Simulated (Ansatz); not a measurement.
`[BH4-]`, 5 atoms. Total charge -1; spin multiplicity 1. All runs use 2 threads of a server CPU on a shared host. Correlated methods freeze the cores.

Task: Give the basis size and wall time and peak host memory of each of these runs in Ansatz. RHF-CCSD(T)/def2-QZVPPD energy; RKS ωB97M-V/def2-QZVPPD energy; RKS CAM-B3LYP-D4/def2-TZVPPD energy; direct RPA on PBE orbitals/def2-TZVPPD energy; RKS r2SCAN0-D4/def2-TZVPPD energy; RHF-CCSD(T)/def2-TZVPPD energy; RKS PBE-D4/def2-TZVPPD energy and forces; RKS PBE0-D4/def2-TZVPD frequencies; RKS PBE0-D4/def2-TZVPD relaxation (3 steps); RHF-CCSD(T)/def2-SVPD energy; RKS ωB97M-V/def2-SVPD energy; RKS HSE06 (plane-wave form)-D4/def2-TZVPPD energy. (Estimate.)

Result: Ansatz gave: Other jobs shared the machine, so times are rough.

```csv
level,job,functions,wall time,peak host memory (GiB)
RKS HSE06 (plane-wave form)-D4/def2-TZVPPD,energy,105,0.86 s,0.22
RKS CAM-B3LYP-D4/def2-TZVPPD,energy,105,0.91 s,0.22
RKS PBE-D4/def2-TZVPPD,energy and forces,105,1 s,0.19
RHF-CCSD(T)/def2-SVPD,energy,52,1 s,0.22
direct RPA on PBE orbitals/def2-TZVPPD,energy,105,1.2 s,0.22
RKS ωB97M-V/def2-SVPD,energy,52,1.3 s,0.22
RKS r2SCAN0-D4/def2-TZVPPD,energy,105,1.5 s,0.22
RKS PBE0-D4/def2-TZVPD,relaxation (3 steps),73,2.6 s,0.19
RHF-CCSD(T)/def2-TZVPPD,energy,105,2.9 s,0.38
RKS ωB97M-V/def2-QZVPPD,energy,195,3.3 s,0.31
RKS PBE0-D4/def2-TZVPD,frequencies,73,13 s,0.22
RHF-CCSD(T)/def2-QZVPPD,energy,195,20 s,2.2
```
